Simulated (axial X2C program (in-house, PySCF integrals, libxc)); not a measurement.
Nuclear properties of BN

Computed with an axial X2C code built on PySCF integrals: two-component X2C with atomic mean-field Coulomb and Gaunt terms, Gaussian nuclei, basis N dyall-av3z, B dyall-v3z with contracted cores.

R = 1.316 Å (near the PBE0 minimum at charge 0 of the determinant lowest at the starting distance; the state shown can have its own minimum elsewhere).

Input and command:
```json
{"zs": [7, 5], "q": 0, "bas": ["dyall-av3z", "dyall-v3z"], "r0": 1.38, "levels": ["PBE0", "HF", "B3LYP", "LDA", "TPSSh"], "nst": 3}
```
```bash
python soeom.py task.json out
```

Keys: zs atomic numbers; q charge; bas basis sets; r0 starting distance in Å; levels methods; nst determinants followed.

Determinant lowest in the PBE0 search, Ω = 2 (⟨Sz⟩ = 1.00, ⟨Lz⟩ = 1.00 at PBE0), spin on the atoms N 0.42, B 0.58:

```csv
level,Eeff magnitude (GV/cm),Ws magnitude N (kHz),Ws magnitude B (kHz),A∥/gI N (MHz),qzz N (a.u.),A∥/gI B (MHz),qzz B (a.u.),μ (D)
PBE0,0.0123,0.000606,0.00186,81.8,-1.04,127,-0.31,2.17
HF,0.0137,0.000712,0.00204,86.6,-1.20,147,-0.40,2.85
B3LYP,0.0121,0.0005,0.00193,83.3,-1.03,130,-0.32,2.12
LDA,0.0102,0.000257,0.00178,80.2,-0.99,117,-0.29,1.85
TPSSh,0.0112,0.000461,0.00179,79.2,-1.01,125,-0.30,2.01
```

Eeff is the effective electric field on the electron electric dipole moment in this Ω state and Ws the scalar–pseudoscalar constant of the nucleus named (defined with the proton number Z and per Ω); A∥ (defined per Ω) follows by multiplying with gI = μI/(I μN); qzz is the electric field gradient, eQq0 = 234.96 MHz × Q/barn × qzz; μ is positive if the B end (last atom) is positive. The operators were transformed with the bare-nucleus X2C matrices; with these basis sets, hyperfine constants and field gradients can be off by tens of per cent, and where levels differ in sign neither size nor sign is settled.

(1) With gI(14N) = 0.4038, Q(14N) = 0.02044 barn, gI(11B) = 1.7924, Q(11B) = 0.04059 barn (g factors from the IAEA table of nuclear moments by Stone; Q from Pyykkö, Mol. Phys. 2018), turn the PBE0 values of the first state into constants in MHz.

Each state is one determinant with collinear spin, which with several unpaired electrons need not be a pure state. Unrestricted Hartree–Fock can overshoot spin polarisation at the nuclei. With several open shells hyperfine constants can be off by a factor of several. Open-shell Ω = 0 determinants with evenly filled partner blocks cannot be reached by this program, so the Ω shown need not be the lowest component. At HF a later determinant lies lower. States lie within half an eV, so the first need not be the ground state. Further determinants of the search, some of them spin-mixed, are not shown.

## Answers

(1) A∥(14N) = 81.8 × 0.4038 = 33 MHz; eQq0(14N) = 234.96 × (0.02044) × (-1.04) = -4.99 MHz; A∥(11B) = 127 × 1.7924 = 228 MHz; eQq0(11B) = 234.96 × (0.04059) × (-0.31) = -2.96 MHz.
